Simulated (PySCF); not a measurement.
## Bonding in `C=C([S-])C#N`

Species: C₃H₂NS (charge -1).
SMILES with atom numbers: `[CH2:1]=[C:2]([S-:3])[C:4]#[N:5]` (hydrogens: H6, H7 on C1)

Geometry (PBE0-D3(BJ)/def2-SVP, Å), atoms numbered from 1 in this order:
```
atom  x, y, z in Å
C1    -0.882   -0.484    0.371
C2     0.051    0.453    0.023
S3     0.028    2.158    0.256
C4     1.238   -0.056   -0.636
N5     2.196   -0.451   -1.167
H6    -1.800   -0.165    0.872
H7    -0.732   -1.547    0.158
```

Bond orders from the PBE0/pcSseg-1 density (PySCF). Isolated species at its PBE0-D3(BJ)/def2-SVP geometry, gas phase. The pcSseg-1 basis has no diffuse functions, a weakness for an anion.

Q: Where do the orders between heavy atoms depart from those drawn in the SMILES?

A: The largest departure is 0.331, at C1–C2 (drawn double, 1.669). Drawn single, order above 1.12: C2–S3 (1.298). Drawn double or triple, more than 0.30 short of the drawn order: C1–C2 (1.669). The SMILES, with its formal charges, is one Lewis structure only.

Q: Give the Mayer order of every bond, beside its length.

A: 
```tsv
bond	drawn as	length (Å)	Mayer order
C1–C2	double	1.367	1.669
C2–S3	single	1.721	1.298
C2–C4	single	1.450	0.986
C4–N5	triple	1.164	3.025
C1–H6	single	1.093	0.954
C1–H7	single	1.094	0.947
```

By pair of heavy elements: C–C: lowest C2–C4 (0.986, 1.450 Å), highest C1–C2 (1.669, 1.367 Å).

Q: Sum the orders of all bonds at each heavy atom with more than one neighbour and set the sums beside the valence in the SMILES.

A: C1 3.570 (drawn 4), C2 3.953 (drawn 4), C4 4.011 (drawn 4). Orders between atoms that aren't bonded are not in these sums.

For a closed shell the Mayer order of atoms A and B is Σ (PS)μν (PS)νμ over the basis functions μ on A and ν on B, with P the density and S the overlap matrix.
